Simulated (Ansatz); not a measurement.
fcc Al was calculated with PBE0 in Ansatz (plane waves, PAW).

Settings: plane-wave cutoff 460 eV, 14×14×14 k mesh, Fermi–Dirac smearing 0.05 eV, scalar-relativistic PAW data made under PBE.

Cell (relaxed at this level):

```cif
data_Al
_chemical_formula_sum 'Al1'
_space_group_name_H-M_alt 'P 1'
_space_group_IT_number 1
_cell_length_a 2.83746
_cell_length_b 2.83746
_cell_length_c 2.83746
_cell_angle_alpha 60.000
_cell_angle_beta 60.000
_cell_angle_gamma 60.000
loop_
_space_group_symop_operation_xyz
  'x, y, z'
loop_
_atom_site_label
_atom_site_type_symbol
_atom_site_fract_x
_atom_site_fract_y
_atom_site_fract_z
_atom_site_occupancy
Al1 Al 0.00000 0.00000 0.00000 1
```

Task: Estimate the bulk modulus B0 that the calculation returns.

Result: 
- bulk modulus B0 = 83.2 GPa

Measured, for comparison: bulk modulus 80.8 GPa (corrected for temperature and zero-point phonon effects, our sources range from 77.1 to 82.0; as tabulated in Levämäki et al. (2014), arXiv:1402.3671). Computed (rounded) less measured: bulk modulus +3 % (+1 % to +8 % over the range).

Ansatz is a program for electronic structure.
